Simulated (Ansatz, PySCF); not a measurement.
Gas-phase reaction in SMILES: [CH-]=CF -> F[C-]=C

Wanted: isomerisation energy (electronic), in kcal/mol. Terms: non-relativistic; valence correlation only; no spin-orbit coupling; dispersion terms only where a functional's name holds one. CBS(X,Y): correlation extrapolated as X^-3; Hartree-Fock from the larger set. The bracket is a focal-point correction in the basis named. First-principles rows: single points at B3LYP-D3(BJ) geometries (Ansatz, a program for electronic structure). Sets without +, aug- or the D of def2-TZVPD hold no diffuse functions, which anions need.

```
species   coefficient  E at HF/3-21G (Ansatz), Eh  E at M06-2X/def2-TZVPD (PySCF), Eh
--------  -----------  --------------------------  ----------------------------------
[CH-]=CF           -1                  -175.23957                          -177.18803
C=[C-]F            +1                  -175.25595                          -177.19223
```

Coupled cluster (Ansatz) is a level with limits of its own, used here on species with T1 under 0.025 (0.045 for open shells) and stable references: RI-MP2/CBS(aug-cc-pVTZ,aug-cc-pVQZ)+[CCSD(T)-MP2]/aug-cc-pVTZ. Value to compare with, RI-MP2/CBS(aug-cc-pVTZ,aug-cc-pVQZ)+[CCSD(T)-MP2]/aug-cc-pVTZ (Ansatz): -2.8 kcal/mol. 1 Eh = 627.5095 kcal/mol.

Question: Work the quantity out at each level, and compare with RI-MP2/CBS(aug-cc-pVTZ,aug-cc-pVQZ)+[CCSD(T)-MP2]/aug-cc-pVTZ (Ansatz).

Answer: 
- HF/3-21G: the sum of coefficient times E is -0.01638 Eh, or -10.28 kcal/mol. Result: -10.3 kcal/mol. Its difference against RI-MP2/CBS(aug-cc-pVTZ,aug-cc-pVQZ)+[CCSD(T)-MP2]/aug-cc-pVTZ (Ansatz) is -7.5 kcal/mol.
- M06-2X/def2-TZVPD: the sum of coefficient times E is -0.00420 Eh, or -2.64 kcal/mol. Result: -2.6 kcal/mol. Its difference against RI-MP2/CBS(aug-cc-pVTZ,aug-cc-pVQZ)+[CCSD(T)-MP2]/aug-cc-pVTZ (Ansatz) is 0.2 kcal/mol.
